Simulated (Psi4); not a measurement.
# doublet [SiF2]+: levels of theory compared

We compute a comparison of 3 runs (UHF/cc-pVTZ, UMP2/cc-pVTZ, UCCSD/cc-pVTZ) of doublet [SiF2]+. 

The calculation is run with Psi4 1.11.

### 1 The structure to begin with

The species is [SiF2]+ (3 atoms), meant as a doublet with charge +1. As SMILES of the parent species, `F[Si]F`. The coordinates come from a GFN2-xTB relaxation. That shape belongs to the parent species and isn't relaxed for this state.

Bond lengths: Si1–F2 1.617 Å, Si1–F3 1.616 Å. Angles: F2–Si1–F3 92.6°.

### 2 The energy at UHF/cc-pVTZ (run 1)

File f2si.json:

```json
{
  "schema_name": "qcschema_input",
  "schema_version": 1,
  "molecule": {
    "schema_name": "qcschema_molecule",
    "schema_version": 2,
    "symbols": ["Si", "F", "F"],
    "geometry": [0.00797464, -0.0145131, -1.40748691, 2.20328838, -0.03276785, 0.71915417, -2.21126302, 0.04728095, 0.68831384],
    "molecular_charge": 1,
    "molecular_multiplicity": 2,
    "fix_symmetry": "c1"
  },
  "driver": "energy",
  "model": {
    "method": "hf",
    "basis": "cc-pVTZ"
  },
  "keywords": {
    "reference": "uhf",
    "puream": true,
    "e_convergence": 1e-09,
    "d_convergence": 1e-08,
    "scf_type": "pk",
    "maxiter": 200
  }
}
```

On the command line:

```
$ psi4 --qcschema f2si.json -n 1 --memory 1600MB
```

stdout:

```text
[...]
  Running in c1 symmetry.
[...]
  Nuclear repulsion =  100.838229405803773
[...]
  Multiplicity = 2
[...]
  Nalpha       = 16
  Nbeta        = 15
[...]
    Number of basis functions: 94
[...]
   @UHF iter   1:  -487.50209359131946   -4.83992e-01   5.04011e-03 DIIS/ADIIS
[...]
   @UHF iter  14:  -487.60983452121934   -4.83169e-12   5.10324e-09 DIIS
[...]
   @S^2 Observed:                7.562190967E-01
[...]
    Orbital Energies [Eh]
    ---------------------
    Alpha Occupied:
       1A    -69.270825     2A    -26.582419     3A    -26.582005
       4A     -6.601833     5A     -4.707605     6A     -4.703840
       7A     -4.700562     8A     -1.886670     9A     -1.856192
      10A     -1.077682    11A     -0.988046    12A     -0.973481
      13A     -0.948582    14A     -0.912609    15A     -0.897781
      16A     -0.811988
    Alpha Virtual:
      17A     -0.270645    18A     -0.176037    19A     -0.099233
      20A      0.018764    21A      0.097904    22A      0.119809
      23A      0.128444    24A      0.128702    25A      0.132781
[...]
  @UHF Final Energy:  -487.60983452121934
   => Energetics <=
    Nuclear Repulsion Energy =            100.8382294058037729
    One-Electron Energy =                -870.9458920116965146
    Two-Electron Energy =                 282.4978280846734151
    Total Energy =                       -487.6098345212193408
  UHF NO Occupations:
  HONO-2 :   14  A 1.9990316
  HONO-1 :   15  A 1.9980964
[...]
 Multipole Moments:
 ------------------------------------------------------------------------------------
     Multipole            Electronic (a.u.)      Nuclear  (a.u.)        Total (a.u.)
 ------------------------------------------------------------------------------------
 L = 1.  Multiply by 2.5417464519 to convert [e a0] to [Debye]
 Dipole X            :         -0.0066288           -0.0053135           -0.0119423
 Dipole Y            :         -1.3913239           -0.9079333           -2.2992572
 Dipole Z            :          0.0000000            0.0000000            0.0000000
 Magnitude           :                                                    2.2992882
[...]
```

The result, in JSON:

```text
{
 "driver": "energy",
 "model": {
  "method": "hf",
  "basis": "cc-pVTZ"
 },
 "success": true,
 "return_result": -487.60983452121934,
 "properties": {
  "calcinfo_nbasis": 94,
  "calcinfo_nmo": 94,
  "calcinfo_nalpha": 16,
  "calcinfo_nbeta": 15,
  "calcinfo_natom": 3,
  "nuclear_repulsion_energy": 100.83822940580377,
  "return_energy": -487.60983452121934,
  "scf_one_electron_energy": -870.9458920116965,
  "scf_two_electron_energy": 282.4978280846734,
  "scf_dipole_moment": [-0.011942316365072203, -2.299257197119676, 1.4208233784881568e-15],
  "scf_total_energy": -487.60983452121934,
  "scf_iterations": 14
 }
}
```

Run time: 4.8 s. Hardware: 1 thread of Intel Xeon 6975P-C (Granite Rapids), shared host; peak memory 0.53 GiB.

### 3 A single-point energy at UMP2/cc-pVTZ (run 2)

File f2si.xyz:

```xyz
3
F2Si
Si     0.004220    -0.007680    -0.744810
F      1.165930    -0.017340     0.380560
F     -1.170150     0.025020     0.364240
```

File job.py:

```python
import psi4

psi4.set_memory(1600000000)
psi4.set_num_threads(1)
psi4.core.set_output_file('run.log', False)

with open('f2si.xyz') as f:
    atoms = ''.join(f.readlines()[2:])
m = psi4.geometry('1 2\n' + atoms + 'symmetry c1')

psi4.set_options({
    'basis': 'cc-pVTZ',
    'reference': 'uhf',
    'puream': True,
    'e_convergence': 1e-09,
    'd_convergence': 1e-08,
    'scf_type': 'pk',
    'num_frozen_docc': 7,
    'mp2_type': 'conv',
    'maxiter': 200,
})

E, wfn = psi4.energy('mp2', return_wfn=True)
print(f'total energy {E:.8f} hartree = {E * 27.211386:.5f} eV')
```

On the command line:

```
$ python job.py
```

run.log:

```text
[...]
  Running in c1 symmetry.
[...]
  Nuclear repulsion =  100.838229127014060
[...]
  Multiplicity = 2
[...]
  Nalpha       = 16
  Nbeta        = 15
[...]
    Number of basis functions: 94
[...]
   @UHF iter   1:  -487.50209358874167   -4.83992e-01   5.04011e-03 ADIIS/DIIS
[...]
   @UHF iter  14:  -487.60983451968150   -5.00222e-12   5.10323e-09 DIIS
[...]
   @S^2 Observed:                7.562190969E-01
[...]
    Orbital Energies [Eh]
    ---------------------
    Alpha Occupied:
       1A    -69.270825     2A    -26.582419     3A    -26.582005
       4A     -6.601833     5A     -4.707605     6A     -4.703840
       7A     -4.700562     8A     -1.886670     9A     -1.856192
      10A     -1.077682    11A     -0.988046    12A     -0.973481
      13A     -0.948582    14A     -0.912609    15A     -0.897781
      16A     -0.811988
    Alpha Virtual:
      17A     -0.270645    18A     -0.176037    19A     -0.099233
      20A      0.018764    21A      0.097904    22A      0.119809
      23A      0.128444    24A      0.128702    25A      0.132781
[...]
  @UHF Final Energy:  -487.60983451968150
   => Energetics <=
    Nuclear Repulsion Energy =            100.8382291270140598
    One-Electron Energy =                -870.9458914652202566
    Two-Electron Energy =                 282.4978278185246836
    Total Energy =                       -487.6098345196814989
  UHF NO Occupations:
  HONO-2 :   14  A 1.9990316
  HONO-1 :   15  A 1.9980964
[...]
 Multipole Moments:
 ------------------------------------------------------------------------------------
     Multipole            Electronic (a.u.)      Nuclear  (a.u.)        Total (a.u.)
 ------------------------------------------------------------------------------------
 L = 1.  Multiply by 2.5417464519 to convert [e a0] to [Debye]
 Dipole X            :         -0.0066288           -0.0053135           -0.0119423
 Dipole Y            :         -1.3913239           -0.9079333           -2.2992572
 Dipole Z            :          0.0000000            0.0000000            0.0000000
 Magnitude           :                                                    2.2992882
[...]
	SCS-MP2 Total Energy (a.u.)        :  -488.17006682523419
	SOS-MP2 Total Energy (a.u.)        :  -488.11870941852692
	SCSN-MP2 Total Energy (a.u.)       :  -487.88100162709583
[...]
	SOS-PI-MP2 Total Energy (a.u.)     :  -488.20352190166784
[...]
	MP2 Total Energy (a.u.)            :  -488.18796915550780
[...]
```

Standard output:

```text
total energy -488.18796916 hartree = -13284.27127 eV
```

Run time: 8.1 s. Hardware: 1 thread of Intel Xeon 6975P-C (Granite Rapids), shared host; peak memory 0.52 GiB.

### 4 The energy at UCCSD/cc-pVTZ (run 3)

File job.inp:

```
memory 1600 mb

molecule {
  1 2
  Si
  F 1 1.617443
  F 1 1.615613 2 92.55524
  units angstrom
  symmetry c1
  no_reorient
  no_com
}

set basis cc-pVTZ
set reference uhf
set puream true
set e_convergence 1e-09
set d_convergence 1e-08
set scf_type pk
set num_frozen_docc 7
set maxiter 200

e_tot = energy("ccsd")
```

On the command line:

```
$ psi4 -i job.inp -o job.out -n 1
```

job.out:

```text
[...]
  Running in c1 symmetry.
[...]
  Nuclear repulsion =  100.838229207777900
[...]
  Multiplicity = 2
[...]
  Nalpha       = 16
  Nbeta        = 15
[...]
    Number of basis functions: 94
[...]
   @UHF iter   1:  -487.50209357401212   -4.83992e-01   5.04011e-03 DIIS/ADIIS
[...]
   @UHF iter  14:  -487.60983450969979   -4.88853e-12   5.10361e-09 DIIS
[...]
   @S^2 Observed:                7.562190977E-01
[...]
    Orbital Energies [Eh]
    ---------------------
    Alpha Occupied:
       1A    -69.270825     2A    -26.582419     3A    -26.582005
       4A     -6.601833     5A     -4.707605     6A     -4.703840
       7A     -4.700562     8A     -1.886670     9A     -1.856192
      10A     -1.077682    11A     -0.988046    12A     -0.973481
      13A     -0.948582    14A     -0.912609    15A     -0.897781
      16A     -0.811988
    Alpha Virtual:
      17A     -0.270645    18A     -0.176037    19A     -0.099233
      20A      0.018764    21A      0.097904    22A      0.119809
      23A      0.128444    24A      0.128702    25A      0.132781
[...]
  @UHF Final Energy:  -487.60983450969979
   => Energetics <=
    Nuclear Repulsion Energy =            100.8382292077778999
    One-Electron Energy =                -870.9458917063643639
    Two-Electron Energy =                 282.4978279888866837
    Total Energy =                       -487.6098345096997946
  UHF NO Occupations:
  HONO-2 :   14  A 1.9990316
  HONO-1 :   15  A 1.9980964
[...]
 Multipole Moments:
 ------------------------------------------------------------------------------------
     Multipole            Electronic (a.u.)      Nuclear  (a.u.)        Total (a.u.)
 ------------------------------------------------------------------------------------
 L = 1.  Multiply by 2.5417464519 to convert [e a0] to [Debye]
 Dipole X            :          1.0039004            0.6558006            1.6597010
 Dipole Y            :          0.9633330            0.6279305            1.5912635
 Dipole Z            :         -0.0000000            0.0000000           -0.0000000
 Magnitude           :                                                    2.2992884
[...]
      * MP2 total energy                      = -488.187969146471232
[...]
      * CCSD total energy                     = -488.186456733717023
[...]
```

Run time: 46 s. Hardware: 1 thread of Intel Xeon 6975P-C (Granite Rapids), shared host; peak memory 0.81 GiB.

### 5 The series

```
run          level  frozen core orbitals  mp2 type  energy (Eh)  HOMO energy (eV)  LUMO energy (eV)   ⟨S²⟩  wall time
  1    UHF/cc-pVTZ                     0         –  -487.609835            -22.10             -9.74  0.756      4.8 s
  2   UMP2/cc-pVTZ                     7      conv  -488.187969            -22.10             -9.74  0.756      8.1 s
  3  UCCSD/cc-pVTZ                     7         –  -488.186457            -22.10             -9.74  0.756       46 s
```

### 6 Summary of results

```
                                                         quantity          value
                                              run 3: total energy  -488.18646 Eh
run 3: HOMO energy (Hartree–Fock orbitals) (highest over α and β)      -22.10 eV
 run 3: LUMO energy (Hartree–Fock orbitals) (lowest over α and β)       -9.74 eV
               run 3: correlation energy (7 core orbitals frozen)     -576.6 mEh
                         run 3: ⟨S²⟩ of the reference determinant          0.756
                                             run 3: T1 diagnostic          0.030
```

**Reading.** Below the UHF energy at the same shape and in the same basis (cc-pVTZ): UMP2 -578.1 mEh; UCCSD -576.6 mEh. All runs together took 59 s, the longest 46 s.
